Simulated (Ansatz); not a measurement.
We consider CsCl-type TlBr, described by LDA (plane waves, PAW; Ansatz, a first-principles code).

Total energies, extrapolated to zero smearing (they compare only within this program, potentials and cutoff; free atoms with spin allowed, lowest state found):

```csv
system,energy (eV/atom)
"CsCl-type TlBr, relaxed",-6920.9643
free Tl atom,-11143.7848
free Br atom,-2691.8765
```

Work out the cohesive energy per atom.

E_coh = [1 × (-11143.7848) + 1 × (-2691.8765)]/2 − (-6920.9643) = 3.13 eV/atom. The reference value is 2.43 ± 0.03 eV/atom (derived here from tabulated measurements, copied from a table, unchecked, brought to a static lattice with a Debye model, atoms in their spin–orbit ground levels; inputs from the CRC Handbook), not set against a level without spin–orbit coupling.

Spin–orbit coupling, which matters for such heavy atoms, is left out.

The PAW data were made under PBE.
